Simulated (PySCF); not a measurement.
## furan: gas-phase deprotonation enthalpies at several levels

Structure: `c1ccoc1` (C4H4O). Numbering: `[cH:1]1[cH:2][cH:3][o:4][cH:5]1` These are map numbers, not IUPAC locants.

All levels share the PBE0-D3(BJ)/ma-def2-SVP structures and the PBE0-D3(BJ)/ma-def2-SVP thermal terms; only the single-point energies (PySCF) change. Values are gas-phase deprotonation enthalpies (298 K, kJ/mol).

Measured (NIST Chemistry WebBook): deprotonation enthalpy (ΔH) 1630 kJ/mol.

```csv
level,C3,C1,time
PBE0-D3(BJ)/ma-def2-TZVP,1644,1664,–
PBE0-D3(BJ)/def2-TZVPD,1646,1666,23 s
TPSSh-D3(BJ)/ma-def2-TZVP (grid 3),1647,1667,43 s
OPBE/ma-def2-TZVP,1651,1668,44 s
LC-ωPBE/ma-def2-TZVP,1655,1676,43 s
PBE0-D3(BJ)/def2-SV(P),1677,1698,4.6 s
PBE0-D3(BJ)/cc-pVDZ,1681,1705,5.5 s
PBE0-D3(BJ)/6-31G,1703,1734,3.4 s
```

Times are wall times for all single points of a level on 1 thread of Arm Neoverse V2, a shared host; the dash marks the run that also made the structures. LC-ωPBE, OPBE ran on a slower path of this set-up, which computes the density-fitting integrals anew in every SCF cycle while the other levels store them. So the times needn't show the usual order of cost, and those levels read slower than they are.

The widest spread is that of C1: 70 kJ/mol, from 1664 to 1734.

Bases without diffuse functions serve anions poorly.
